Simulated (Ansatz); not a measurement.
**A saddle search, step by step**

CH7NSi, singlet, BLYP-D4/def2-SVP (Ansatz 0.2.0). Settings; a guess of the unstable mode was typed too, and convergence needs a confirmed negative curvature besides the force tolerance:

```yaml
hamiltonian: {xc: {name: BLYP}, dispersion: d4}
saddle:
  f_tol: 0.05
  max_steps: 40
```

Start:

Si1  (-0.928, -1.235, -0.202)
H2  (-0.103, -0.931, 1.086)
N3  (0.548, -0.193, 0.093)
C4  (0.376, 1.172, 0.388)
H5  (-1.905, -0.498, -1.144)
H6  (-0.362, -2.371, -1.107)
H7  (1.411, -0.449, -0.389)
H8  (0.117, 1.825, -0.489)
H9  (1.052, 1.508, 0.853)
H10  (-0.538, 1.267, 1.030)
(Å)

```csv
step,energy less the last (meV),largest force component (eV/Å)
1,1442.3,11.089
2,321.3,3.824
3,33.2,1.357
4,10.8,0.473
5,5.3,0.202
6,3.5,0.118
7,2.5,0.070
8,1.9,0.039
9,0.6,0.035
10,0.3,0.019
11,0.0,0.007
```

Step 3, positions (Å) and forces (eV/Å):

```csv
atom,x,y,z,Fx,Fy,Fz
Si1,-0.993,-1.294,-0.217,0.137,-0.054,-0.160
H2,-0.097,-1.056,1.103,-0.467,-0.211,0.164
N3,0.538,-0.209,0.063,0.651,0.454,-0.265
C4,0.342,1.203,0.385,-1.357,-0.549,-0.740
H5,-1.910,-0.509,-1.158,-0.050,-0.093,0.129
H6,-0.388,-2.379,-1.084,-0.094,-0.041,0.038
H7,1.444,-0.411,-0.387,-0.115,0.002,-0.049
H8,0.135,1.851,-0.504,0.044,-0.160,-0.079
H9,1.174,1.620,0.907,1.128,0.561,0.832
H10,-0.577,1.278,1.011,0.125,0.090,0.130
```

Step 8, positions (Å) and forces (eV/Å):

```csv
atom,x,y,z,Fx,Fy,Fz
Si1,-1.014,-1.328,-0.233,0.031,-0.024,-0.014
H2,-0.080,-1.022,1.075,0.004,0.007,0.002
N3,0.542,-0.203,0.086,-0.011,-0.036,-0.010
C4,0.335,1.211,0.388,0.011,0.035,0.039
H5,-1.929,-0.536,-1.159,-0.006,0.004,0.005
H6,-0.402,-2.394,-1.121,-0.010,0.026,0.001
H7,1.442,-0.415,-0.367,-0.001,-0.007,0.012
H8,0.140,1.822,-0.523,0.001,-0.006,-0.011
H9,1.197,1.652,0.934,-0.021,-0.011,-0.023
H10,-0.563,1.307,1.038,0.002,0.011,-0.001
```

Step 9, positions (Å) and forces (eV/Å):

```csv
atom,x,y,z,Fx,Fy,Fz
Si1,-1.006,-1.340,-0.236,-0.017,-0.002,-0.003
H2,-0.086,-1.034,1.082,-0.001,-0.005,-0.004
N3,0.538,-0.206,0.099,0.035,0.034,0.013
C4,0.333,1.213,0.384,0.000,-0.013,-0.016
H5,-1.934,-0.529,-1.133,0.006,-0.001,0.009
H6,-0.395,-2.375,-1.158,-0.001,0.000,-0.005
H7,1.444,-0.426,-0.337,-0.006,-0.005,0.005
H8,0.137,1.810,-0.537,-0.016,-0.005,-0.003
H9,1.198,1.661,0.916,-0.003,-0.013,0.010
H10,-0.562,1.320,1.037,0.003,0.011,-0.005
```

Last step (11):

Si1  (-0.995, -1.348, -0.236)
H2  (-0.085, -1.051, 1.089)
N3  (0.545, -0.211, 0.118)
C4  (0.329, 1.211, 0.375)
H5  (-1.931, -0.504, -1.091)
H6  (-0.400, -2.356, -1.200)
H7  (1.456, -0.437, -0.305)
H8  (0.130, 1.789, -0.558)
H9  (1.188, 1.674, 0.904)
H10  (-0.570, 1.327, 1.021)
(Å)

The run took about 64 s on 2 CPU threads of an Arm Neoverse V2 (shared host).
